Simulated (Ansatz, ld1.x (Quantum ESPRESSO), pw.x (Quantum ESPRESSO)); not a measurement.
## Au (fcc): variants of one PAW potential in the solid

- Element: gold
- Generator: ld1.x (Quantum ESPRESSO) 7.5
- Type: PAW
- Functional: PBEsol
- Relativity: scalar-relativistic
- Frozen core: [Kr] 4d10 4f14
- Valence charge: 19
- Reference configuration: 5s2 5p6 5d10 6s1 6p0
- Partial waves: 5s (bound): rcut 1.20, rcutus 1.40 bohr; 6s (bound): rcut 1.20, rcutus 1.40 bohr; 5p (bound): rcut 1.75, rcutus 1.85 bohr; 6p (bound, empty): rcut 1.75, rcutus 1.85 bohr; 5d (bound): rcut 2.00, rcutus 2.15 bohr; 5d channel at 4.25 Ry: rcut 2.00, rcutus 2.15 bohr
- Local potential: all-electron potential smoothed inside 1.65 bohr (lloc = -2)
- Core correction: Bessel-smoothed model core inside 0.80 bohr
- Augmentation charge: PSQ, inside the norm-conserving radii

Crystal test: fcc Au in pw.x 7.5, no spin, 14³ k-points, Fermi–Dirac smearing 0.01 Ry, cutoffs set for each file from its atomic test. The reference is all-electron LAPW (Ansatz 0.2.0) with the same functional, mesh and smearing; V0 and B0 come from Birch–Murnaghan fits to the pressures at five volumes. Errors are pseudo minus all-electron; Δ is the rms difference of the E(V) curves that follow from these fits, minima aligned, over ±6 % about the mean V0. Mesh and smearing are coarse, so the numbers serve the comparison and aren't converged zero-temperature values; the lattice is a test structure that the element need not adopt.

All-electron: a0 = 4.083 Å (V0 = 17.02 Å³/atom), B0 = 175.2 GPa.

Base: This is a poor potential for the solid.

2 further variants are left out: they gave no file fit for a test, a broken result, the same result as the base, or pressures whose basis-set error rivals the error shown.

```csv
change,cutoffs (Ry),pw.x,a0 (Å),a0 error (%),B0 error (%),Δ (meV/atom),mean pressure error (GPa)
base,75/600,converged,4.104,+0.51,-2.2,10.0,+2.71
core correction Bessel-smoothed model core inside 0.84 bohr,75/600,converged,4.103,+0.50,-2.1,9.8,+2.67
"wave 5d channel at 4.25 Ry: rcut 2.00, rcutus 2.15 bohr becomes 5d channel at -0.3 Ry: rcut 2.00, rcutus 2.15 bohr",75/600,converged,4.082,-0.01,+0.1,0.2,-0.06
"waves 5p (bound): rcut 1.75, rcutus 2.64 bohr; 6p (bound): rcut 1.75, rcutus 2.64 bohr",70/560,converged,4.101,+0.45,-1.8,8.9,+2.42
```
